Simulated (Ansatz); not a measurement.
# How well does each level of theory give the band gap of zinc-blende GaN (metastable phase)?

Reference value: 3.48 eV (measured, zero-point renormalisation of 0.176 eV (computed, arXiv:2011.12765) added back here; inputs from Vurgaftman et al. (2001), doi:10.1063/1.1368156).

```
level (code)                       value (eV)  cell (Å³/atom)  error (eV)
-----------------------------  --------------  --------------  ----------
PBE-D3(BJ) (Ansatz)                      1.67           11.53       -1.81
B3LYP (VWN-RPA form) (Ansatz)   3.20 (direct)           11.68       -0.28
Hartree–Fock (Ansatz)          10.49 (direct)           11.41       +7.01
```

Of the ranked levels B3LYP (VWN-RPA form) (-0.28 eV) comes nearest. Among them Hartree–Fock (+7.01 eV) misses by most. Of the ranked levels only B3LYP (VWN-RPA form) lands within 1 eV.

Density-functional gaps are differences of (generalised) Kohn–Sham levels of a static lattice; semilocal ones lie below quasiparticle gaps as a rule. Measured gaps hold zero-point and thermal shifts unless a correction is named. Spin–orbit coupling is included only where a level's name says +SOC; with heavier elements it mostly lowers gaps and can invert bands.  PBE-D3(BJ): the gap is read on the k mesh or supercell of the run alone and can be too large. Each level is taken at its own relaxed cell. Cutoffs and k meshes differ between the levels. Ansatz's density-functional and Hartree–Fock values are scalar-relativistic unless marked +SOC, with PAW data made under PBE.

Differences are worked out from the printed values.

Ansatz is a program for electronic structure.
